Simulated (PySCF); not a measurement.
**Reproducing measurements on furan**

**Measured values to compare with.**

From NIST CCCBDB Release 22 (SRD 101), experimental dipoles, for the gas: dipole moment (microwave Stark effect) 0.66 D.

The results are set against them at the end.

Species: furan, C₄H₄O.
Numbering: `[cH:1]1[cH:2][cH:3][o:4][cH:5]1` (hydrogens: H6 on C1; H7 on C2; H8 on C3; H9 on C5)

Geometry (PBE0-D3(BJ)/def2-SVP, Å), atoms numbered from 1 in this order:
```
atom  x, y, z in Å
C1     0.8664   -0.1844   -0.5200
C2    -0.4564   -0.7286   -0.5618
C3    -1.1638   -0.0596    0.3917
O4    -0.3812    0.8492    1.0066
C5     0.8442    0.7709    0.4515
H6     1.7191   -0.4668   -1.1336
H7    -0.8294   -1.5145   -1.2148
H8    -2.1938   -0.1168    0.7341
H9     1.5949    1.4505    0.8464
```

The PySCF runs (gas phase, on this PBE0-D3(BJ)/def2-SVP geometry; no spin–orbit coupling):

| level | job | basis functions |
| --- | --- | --- |
| PBE0-D3(BJ)/def2-SVP, grid level 1 | geometry optimisation from an MMFF94s start | 90 |
| PBE0/pcSseg-1 | shieldings, ring-centre shieldings, charges and field gradients, density and orbital grids written | 105 |
| B3LYP/pcJ-1 | spin–spin couplings from 9 perturbed nuclei | 175 |

Results beside the measurements:

**Dipole moment.** Measured: 0.66 D (NIST CCCBDB Release 22 (SRD 101), experimental dipoles).

```tsv
level	computed (D)	computed − measured (D)	% (from the printed values)
PBE0-D3(BJ)/def2-SVP	0.52	-0.14	-21
PBE0/pcSseg-1	0.56	-0.10	-15
B3LYP/pcJ-1	0.59	-0.07	-11
```

Closest is B3LYP/pcJ-1 (-0.07 D), furthest PBE0-D3(BJ)/def2-SVP (-0.14 D); one molecule doesn't rank methods. All 3 levels lie below the measurement. The computed dipoles belong to one fixed geometry; measured ones are averaged over vibrations unless marked μe. Magnitudes are compared, not signs.

No measured geometry was used, and the causes of the misses weren't examined.
